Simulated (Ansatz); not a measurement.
# C2H2NO: the cost of one run

Program: Ansatz 0.2.0. Level of theory: UKS r2SCAN/def2-SVP. These are calculated values, not measurements.

## 1. The starting structure

Bond lengths: O1–C2 1.231 Å, C2–C3 1.569 Å, C2–N4 1.602 Å, C3–N4 1.222 Å, C2–H5 1.093 Å, C3–H6 1.065 Å. Angles: O1–C2–C3 120.0°, O1–C2–N4 120.6°, O1–C2–H5 123.8°, C3–C2–N4 45.3°, C3–C2–H5 112.7°, N4–C2–H5 109.5°, C2–C3–N4 68.8°, C2–C3–H6 141.8°, N4–C3–H6 149.0°, C2–N4–C3 65.9°.

As a file:

```xyz
6

O    -1.2450   -0.9179   -0.6265
C    -0.5832    0.0781   -0.3366
C     0.7951   -0.0810    0.3963
N    -0.0720    0.3094    1.1639
H    -0.6844    1.0426   -0.8403
H     1.7895   -0.4312    0.2431
```

## 2. Relaxing end A

File input.yaml:

```yaml
crystal:
  periodic: [false, false, false]
  atoms:
    - { symbol: O, position_ang: [-1.24502, -0.91794, -0.62652] }
    - { symbol: C, position_ang: [-0.58319, 0.07815, -0.33656] }
    - { symbol: C, position_ang: [0.79509, -0.08099, 0.39632] }
    - { symbol: "N", position_ang: [-0.07197, 0.30944, 1.16391] }
    - { symbol: H, position_ang: [-0.68443, 1.04258, -0.84028] }
    - { symbol: H, position_ang: [1.78951, -0.43124, 0.24313] }
magnetization:
  spin_polarized: true
  initial_magnetization: 1
basis:
  gaussian: { orbitals: def2-SVP }
hamiltonian:
  xc: r2scan
relax:
  f_tol: 0.02
  max_steps: 50
```

The run is started by

```
$ ansatz run input.yaml --threads 2 --pin off --max-ram 3072MiB --backend cpu --events-out ev --progress --plain --runs-dir out
```

What time and memory should one allow on 2 threads of Arm Neoverse V1, shared host?

About 33 s, with a peak of 0.18 GiB.
